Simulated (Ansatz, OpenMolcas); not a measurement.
**C3H4O (cyclopropanone): a line through the functionals**

C3H4O: 8 atoms, total charge 0, spin state singlet. SMILES: `O=C1CC1`. The coordinates come from a PBE0-D4/def2-TZVP relaxation.

The vertical ionisation energy (to the doublet cation) y, in eV, basis 6-311+G(d,p); a is the functional's share of exact exchange. Programs: Ansatz 0.2.0, OpenMolcas 26.06.

| functional | program | a | y (eV) |
| --- | --- | --- | --- |
| TPSS | OpenMolcas | 0 | 9.22 |
| BLYP | Ansatz | 0 | 9.19 |
| B3LYP | Ansatz | 0.2 | ? |
| r2SCAN0 | Ansatz | 0.25 | 9.43 |
| PBE0 | Ansatz | 0.25 | 9.44 |
| BHLYP | Ansatz | 0.5 | 9.46 |

Q: Fit y = c + s·a to the known rows and predict B3LYP.

A: 
1. Means of the 5 rows: a = 0.2000, y = 9.348.
2. Σ(Δa)² = 0.175, Σ(Δa·Δy) = 0.0995, so the slope is 0.0995/0.175 = 0.56857.
3. Intercept: 9.348 − (0.56857) × 0.2000 = 9.234. The largest residual of the fit is 0.064.
4. B3LYP: 9.234 + (0.56857) × 0.2 = 9.35 eV.

The run gave 9.49 eV, so the prediction is off by -0.14 eV, more than the largest residual. The rows mix families of semi-local functionals, which the line can't see.
